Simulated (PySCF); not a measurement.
These are PBE-D3(BJ)/def2-TZVP // B3LYP-D3(BJ)/def2-SVP (PySCF) values and carry that method's errors. All species are isolated molecules in the gas phase. Delta-SCF ions had no search for a lower state. 

Reference species (SMILES): `N` (neutral, multiplicity 1).

```
Item                                      Result
--------------------------------------  --------
vertical ionisation energy (Delta-SCF)  10.98 eV
dipole moment                             1.75 D
```

Changed species: `CN(C)C` (free base N(CH3)3; the reference has free base NH3).

Task: Give the shifts of the vertical ionisation energy (Delta-SCF) and dipole moment.

Result: the vertical ionisation energy (Delta-SCF) drops by 2.84 eV, to 8.14 eV; the dipole moment drops by 1.41 D, to 0.34 D.
